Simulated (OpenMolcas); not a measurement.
**One shape, several levels: NH3 (ammonia)**

Aim: a comparison of 6 runs (HF/3-21G, BHLYP/def2-TZVPPD, M06-2X/def2-TZVPPD, PBE0/def2-TZVPPD, TPSS/def2-TZVPPD, r2SCAN/def2-TZVPPD) of NH3 (ammonia). 

Program for the calculation: OpenMolcas 26.06.

## 1. Starting point

NH3 has 4 atoms, charge 0, and is taken as a singlet. SMILES: `N`. Geometry: relaxed at PBE0-D4/def2-TZVP.

Bond lengths: N1–H2 1.013 Å, N1–H3 1.013 Å, N1–H4 1.013 Å. Angles: H2–N1–H3 107.1°, H2–N1–H4 107.1°, H3–N1–H4 107.1°.

## 2. Energy and gradient at HF/3-21G (run 1)

Input file input.xyz:

```xyz
4

N     -0.069910     0.249470     0.110930
H      0.490470    -0.301820     0.749180
H     -0.887480    -0.301940    -0.118910
H      0.466920     0.354280    -0.741200
```

Input file test.input:

```
&GATEWAY
BasLib=$CurrDir
Coord=input.xyz
Basis=3-21G
Group=NoSym
&SEWARD
&SCF
Thresholds=1e-10 1e-07 1e-07 1e-05
PrOrbitals=1 1
&ALASKA
```

The basis set 3-21G is read from a file made from the Basis Set Exchange's data (not shown).

On the command line:

```console
$ export MOLCAS_MEM=1860
$ pymolcas test.input > test.log
```

Standard output:

```text
--- Start Module: gateway ---
[...]
--- Stop Module: gateway /rc=_RC_ALL_IS_WELL_ ---
[...]
      Basis functions           15
[...]
--- Start Module: scf ---
[...]
       Convergence after  11 Iterations
[...]
::    Total SCF energy                                -55.8706928658
[...]
      Total spin, S                                     0.0000000000
[...]
      Total electronic charge=   10.000000
      Total            charge=   -0.000000
[...]
      Dipole Moment (debye):
      Origin of the operator (angstrom)=   -0.0534    0.1904    0.0847
                   X=  5.3391E-01               Y= -1.9053E+00               Z= -8.4722E-01           Total=  2.1525E+00
      Quadrupole Moment (debye*angstrom):
[...]
--- Stop Module: scf /rc=_RC_ALL_IS_WELL_ ---
--- Start Module: alaska ---
[...]
 *              Molecular gradients               *
 **************************************************
  Irreducible representation: a
 ------------------------------------------------------------------------------------------
                              X                       Y                       Z
 ------------------------------------------------------------------------------------------
  N1               -4.61621025251424E-03    1.64610931274387E-02    7.31697706850687E-03
  H2                1.03691390284943E-03   -5.25102390543597E-03   -3.28857263652460E-03
  H3                2.52185313090236E-03   -5.24888182757310E-03   -2.35272235984896E-03
  H4                1.05744321876178E-03   -5.96118739443070E-03   -1.67568207213264E-03
 ------------------------------------------------------------------------------------------
--- Stop Module: alaska /rc=_RC_ALL_IS_WELL_ ---
[...]
```

Wall time 1.8 s (1 thread of Arm Neoverse V1, shared host); peak memory 0.37 GiB.

## 3. Energy and forces at BHLYP/def2-TZVPPD (run 2)

Input file test.inp:

```
&GATEWAY
 BasLib=$CurrDir
 Coord
 4
 angstrom
 N       -0.069910       0.249470       0.110930
 H        0.490470      -0.301820       0.749180
 H       -0.887480      -0.301940      -0.118910
 H        0.466920       0.354280      -0.741200
 Basis=def2-TZVPPD
 Group=NoSym

&SEWARD
 GridInput
 Grid=UltraFine
 End of Grid

&SCF
 KSDFT=HYB_GGA_XC_BHANDHLYP
 Thresholds=1e-10 1e-07 1e-07 1e-05
 PrOrbitals=1 2

&ALASKA
```

The basis set def2-TZVPPD is read from a file made from the Basis Set Exchange's data (not shown).

On the command line:

```console
$ export MOLCAS_MEM=1860
$ pymolcas test.inp > test.log
```

Standard output:

```text
--- Start Module: gateway ---
[...]
--- Stop Module: gateway /rc=_RC_ALL_IS_WELL_ ---
[...]
      Basis functions           88
[...]
--- Start Module: scf ---
[...]
       Convergence after  11 Iterations
[...]
::    Total KS-DFT energy                             -56.5488020024
[...]
      Total spin, S                                     0.0000000000
[...]
      Total electronic charge=   10.000000
      Total            charge=   -0.000000
[...]
      Dipole Moment (debye):
      Origin of the operator (angstrom)=   -0.0534    0.1904    0.0847
                   X=  3.8397E-01               Y= -1.3702E+00               Z= -6.0928E-01           Total=  1.5480E+00
      Quadrupole Moment (debye*angstrom):
[...]
--- Stop Module: scf /rc=_RC_ALL_IS_WELL_ ---
[...]
--- Start Module: alaska ---
[...]
 *              Molecular gradients               *
 **************************************************
  Irreducible representation: a
 ------------------------------------------------------------------------------------------
                              X                       Y                       Z
 ------------------------------------------------------------------------------------------
  N1               -2.25824288550097E-03    8.04811534746319E-03    3.57620220204735E-03
  H2                4.16549382697262E-03   -4.27927250254090E-03    4.54746420939012E-03
  H3               -5.89707286537378E-03   -4.27855159371782E-03   -1.79220259387741E-03
  H4                3.98982192390096E-03    5.09708748801518E-04   -6.33146381755312E-03
 ------------------------------------------------------------------------------------------
--- Stop Module: alaska /rc=_RC_ALL_IS_WELL_ ---
[...]
```

Run time: 19 s. Hardware: 1 thread of Arm Neoverse V1, shared host; peak memory 0.48 GiB.

Runs 3 to 5 aren't shown in full; the table further down has their settings and results.

## 4. Energy and forces at r2SCAN/def2-TZVPPD (run 6)

Input file coord.xyz:

```xyz
4

N     -0.069910     0.249470     0.110930
H      0.490470    -0.301820     0.749180
H     -0.887480    -0.301940    -0.118910
H      0.466920     0.354280    -0.741200
```

Input file mol.input:

```
* H3N Kohn-Sham DFT
&GATEWAY
BASLIB=$CurrDir
COORD=coord.xyz
BASIS=def2-TZVPPD
GROUP=NoSym
&SEWARD
GRIDINPUT
Grid=UltraFine
End of Grid
&SCF
KSDFT=2
1.0 MGGA_X_R2SCAN
1.0 MGGA_C_R2SCAN
THRESHOLDS=1e-10 1e-07 1e-07 1e-05
PRORBITALS=1
&ALASKA
```

The basis set def2-TZVPPD is read from a file made from the Basis Set Exchange's data (not shown).

On the command line:

```console
$ export MOLCAS_MEM=1860
$ pymolcas mol.input > mol.log
```

Standard output:

```text
--- Start Module: gateway ---
[...]
--- Stop Module: gateway /rc=_RC_ALL_IS_WELL_ ---
[...]
      Basis functions           88
[...]
--- Start Module: scf ---
[...]
       Convergence after  11 Iterations
[...]
::    Total KS-DFT energy                             -56.5498407214
[...]
      Total spin, S                                     0.0000000000
[...]
      Total electronic charge=   10.000000
      Total            charge=   -0.000000
[...]
      Dipole Moment (debye):
      Origin of the operator (angstrom)=   -0.0534    0.1904    0.0847
                   X=  3.7117E-01               Y= -1.3246E+00               Z= -5.8897E-01           Total=  1.4964E+00
      Quadrupole Moment (debye*angstrom):
[...]
--- Stop Module: scf /rc=_RC_ALL_IS_WELL_ ---
[...]
--- Start Module: alaska ---
[...]
 *              Molecular gradients               *
 **************************************************
  Irreducible representation: a
 ------------------------------------------------------------------------------------------
                              X                       Y                       Z
 ------------------------------------------------------------------------------------------
  N1                5.48461243613629E-04   -1.97512128156907E-03   -8.82817452379836E-04
  H2               -8.53290739644130E-05    6.14866131381619E-04    4.58146101205426E-04
  H3               -3.69242566605976E-04    6.10658584001778E-04    2.72933488561722E-04
  H4               -9.38896030544534E-05    7.49596566177790E-04    1.51737862617018E-04
 ------------------------------------------------------------------------------------------
--- Stop Module: alaska /rc=_RC_ALL_IS_WELL_ ---
[...]
```

It took 26 s on 1 thread of Arm Neoverse V1, shared host; peak memory 0.48 GiB.

## 5. Overview of the runs

```csv
run,level,integration grid,energy (Eh),dipole moment (D),HOMO energy (eV),LUMO energy (eV),wall time
1,HF/3-21G,–,-55.870693,2.15,-10.98,7.31,1.8 s
2,BHLYP/def2-TZVPPD,UltraFine,-56.548802,1.55,-9.21,0.75,19 s
3,M06-2X/def2-TZVPPD,UltraFine,-56.553168,1.53,-9.27,0.61,26 s
4,PBE0/def2-TZVPPD,UltraFine,-56.517255,1.51,-7.69,0.35,20 s
5,TPSS/def2-TZVPPD,UltraFine,-56.590409,1.46,-6.22,-0.14,26 s
6,r2SCAN/def2-TZVPPD,UltraFine,-56.549841,1.50,-6.44,0.56,26 s
```

## 6. Outcome

| quantity | value |
| --- | --- |
| run 6: total energy | -56.54984 Eh |
| run 6: dipole moment | 1.50 D |
| run 6: HOMO energy | -6.44 eV |
| run 6: LUMO energy | 0.56 eV |
| run 6: HOMO–LUMO gap | 7.00 eV |
| run 6: largest force on an atom | 0.115 eV/Å |

What this shows: The dipole moment (its size) runs from 1.46 D (TPSS/def2-TZVPPD) to 2.15 D (HF/3-21G). The two ends differ in method and basis. The HOMO–LUMO gap runs from 6.08 eV (TPSS/def2-TZVPPD) to 18.29 eV (HF/3-21G). Totals of different functionals can't be ranked against each other. All runs together took 2 min, the longest 26 s.
